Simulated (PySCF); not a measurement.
Species: C₃H₅NO.
Atom-mapped SMILES: `[H]/[N:3]=[C:2](/[CH3:1])[CH:4]=[O:5]` (hydrogens: H6, H7, H8 on C1; H9 on N3; H10 on C4)

The same species was optimised twice, with GFN2-xTB and with PBE0-D3(BJ)/def2-SVP (PySCF), and the same property calculations (PySCF, gas phase) were run on both structures.

```csv
coordinate,GFN2-xTB,PBE0-D3(BJ)/def2-SVP,change
C1–H6 (Å),1.089,1.103,+0.014
C1–H7 (Å),1.089,1.103,+0.014
C4–H10 (Å),1.107,1.119,+0.012
C1–H8 (Å),1.085,1.097,+0.012
C2–C4 (Å),1.505,1.516,+0.011
N3–H9 (Å),1.021,1.031,+0.010
C2=N3 (Å),1.261,1.270,+0.009
C1–C2 (Å),1.490,1.494,+0.004
C4=O5 (Å),1.202,1.202,0.000
C2–N3–H9 (°),113.7,107.8,-5.9
N3–C2–C4 (°),122.0,119.9,-2.1
C1–C2–N3 (°),121.2,122.7,+1.5
C2–C4–H10 (°),115.4,116.7,+1.3
H6–C1–H7 (°),108.0,106.9,-1.1
C2–C1–H7 (°),109.9,110.9,+1.0
C2–C1–H6 (°),109.9,110.8,+0.9
C2–C4–O5 (°),122.8,121.9,-0.9
C1–C2–C4–O5 (°),180,180,0
```

Rotational constants: A = 10293, B = 4111, C = 2992 MHz (GFN2-xTB) against A = 10310, B = 4091, C = 2983 MHz (PBE0-D3(BJ)/def2-SVP). Point groups within 0.08 Å: Cs and Cs.

On the GFN2-xTB structure: lowest singlet, TDDFT (eV) 3.34 [wB97X-D/def2-SVPD]; lowest triplet, Tamm–Dancoff (eV) 2.79 [wB97X-D/def2-SVPD]; isotropic polarisability (au) 46.6 [wB97X-D/def2-SVPD]; HOMO (eV) -9.60 [wB97X-D/def2-SVPD]; LUMO (eV) -0.67 [wB97X-D/def2-SVPD]; dipole (D) 2.72 [wB97X-D/def2-SVPD].

What do these properties become on the PBE0-D3(BJ)/def2-SVP structure?

```
                                    property              level  on GFN2-xTB  on PBE0-D3(BJ)/def2-SVP  change
                  lowest singlet, TDDFT (eV)  wB97X-D/def2-SVPD         3.34                     3.46   +0.12
           lowest triplet, Tamm–Dancoff (eV)  wB97X-D/def2-SVPD         2.79                     2.92   +0.13
               isotropic polarisability (au)  wB97X-D/def2-SVPD         46.6                     47.0    +0.4
                                   HOMO (eV)  wB97X-D/def2-SVPD        -9.60                    -9.76   -0.16
                                   LUMO (eV)  wB97X-D/def2-SVPD        -0.67                    -0.68   -0.01
                                  dipole (D)  wB97X-D/def2-SVPD         2.72                     2.95   +0.23
energy, GFN2-xTB geometry as zero (kcal/mol)  wB97X-D/def2-SVPD          0.0                     -0.6    -0.6
```

The heavy atoms differ by 0.018 Å rms after alignment. Among all bonds C1–H6 and C1–H7 change most and about equally (+0.014 Å). Changes are differences of the printed values. Neither structure is proved a minimum here.

The values belong to the conformer `[H]/[N:3]=[C:2](/[CH3:1])[CH:4]=[O:5]`: C1–C2–C4–O5 180°.

The pairwise dispersion term of wB97X-D wasn't added to the energies; at a given geometry it leaves orbitals and properties as they are.
